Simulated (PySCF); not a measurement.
Compound: C2H5 (doublet state).
Bonds: C1–C2. Hydrogens: H3, H4 on C1; H5, H6, H7 on C2.

The species is `[CH2]C` [radical].

Theory: UKS B3LYP, IGLO-III on C, pcH-1 on H, non-relativistic, mean-field spin-orbit, GIAO (PySCF 2.14.0). Isolated species at its PBE0-D3(BJ)/def2-SVP geometry, gas phase.

Question: Predict the first-order ENDOR lines of C1, C2, H5/H6/H7 and H3/H4 under fast tumbling at B = 1209.8 mT (Q band).

Answer: For S = 1/2 in fast tumbling each set of equivalent nuclei gives two lines, ν± = |νn ± a/2| to first order, with νn = g_N μN B/h and μN/h = 7.62259 MHz/T.

| nuclei | isotope | g_N | νn (MHz) | a_iso (MHz) | lower line (MHz) | upper line (MHz) |
| --- | --- | --- | --- | --- | --- | --- |
| C1 | 13C | 1.4048 | 12.96 | 86.33 | 30.21 | 56.12 |
| C2 | 13C | 1.4048 | 12.96 | -34.15 | 4.12 | 30.03 |
| H5/H6/H7 | 1H | 5.5857 | 51.51 | 84.15 | 9.43 | 93.59 |
| H3/H4 | 1H | 5.5857 | 51.51 | -64.92 | 19.05 | 83.97 |

The rows for 13C, of low natural abundance, apply to labelled samples.

Question: Which pairs are centred on the nuclear Larmor frequency, and which on half the coupling?

Answer: Centred on νn, since |a| < 2νn: H5/H6/H7 and H3/H4. Centred on |a|/2 and split by 2νn: C1 and C2.

Question: At what field would the lower line of H3/H4 fall to zero frequency?

Answer: Where νn = |a|/2, that is B = 32.46 MHz/(5.5857 × 7.62259 MHz/T) = 762 mT, as far as first order holds there.

Means are taken over nuclei equivalent by connectivity, which assumes that they swap fast. The three 1H nuclei of mean +84.2 MHz run from 7.6 to 147.4 MHz in the frozen geometry.

On one thread of an x86-64 server (shared host), this took 6.5 s.
